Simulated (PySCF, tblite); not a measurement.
C4H2ClS (doublet state).
Bonds: Cl1–C2, C2–C3 (aromatic), C3–C4 (aromatic), C4–C5 (aromatic), C5–S6 (aromatic), C2–S6 (aromatic). Hydrogens: H7 on C3; H8 on C4.

Computed geometry: GFN2-xTB, gas phase. This method treats the open shell by occupation alone, without spin polarisation.

Entries marked ? are missing.

```json
{"coordinate": "Cl1–C2", "value": "1.706 Å"}
{"coordinate": "C2–C3", "value": "1.359 Å"}
{"coordinate": "C3–C4", "value": "?"}
{"coordinate": "C4–C5", "value": "?"}
{"coordinate": "C5–S6", "value": "1.697 Å"}
{"coordinate": "C2–S6", "value": "?"}
{"coordinate": "C3–H7", "value": "1.075 Å"}
{"coordinate": "C4–H8", "value": "1.073 Å"}
{"coordinate": "Cl1–C2–C3", "value": "127.1°"}
{"coordinate": "Cl1–C2–S6", "value": "?"}
{"coordinate": "C3–C2–S6", "value": "?"}
{"coordinate": "C2–C3–C4", "value": "112.3°"}
{"coordinate": "C3–C4–C5", "value": "110.4°"}
{"coordinate": "C4–C5–S6", "value": "?"}
{"coordinate": "C2–S6–C5", "value": "88.8°"}
```

Question: Estimate the withheld lengths and angles.

Answer: 
- C3–C4 = 1.428 Å, aromatic (both ends carbon bonded to 2 C and H); 0.03 Å below the sum of covalent radii, 1.46 Å.
- C4–C5 = 1.339 Å, aromatic (ends: carbon bonded to 2 C and H; carbon bonded to C and S); 0.08 Å below the sum of covalent radii, 1.42 Å.
- C2–S6 = 1.750 Å, aromatic (ends: carbon bonded to C, Cl and S; sulfur bonded to 2 C); 0.03 Å below the sum of covalent radii, 1.78 Å.
- Cl1–C2–S6 = 120.6°, at the carbon bonded to C, Cl and S; the outer atoms are 3.003 Å apart.
- C3–C2–S6 = 112.3°, at the carbon bonded to C, Cl and S, inside a 5-membered ring; the outer atoms are 2.591 Å apart.
- C4–C5–S6 = 116.1°, at the carbon bonded to C and S, inside a 5-membered ring; the outer atoms are 2.584 Å apart.

Radii are Cordero's, carbon taken as 0.76, 0.73 or 0.69 Å for four, three, and two or fewer neighbours.

Its GFN2-xTB frequencies are all real (lowest 192 cm⁻¹).
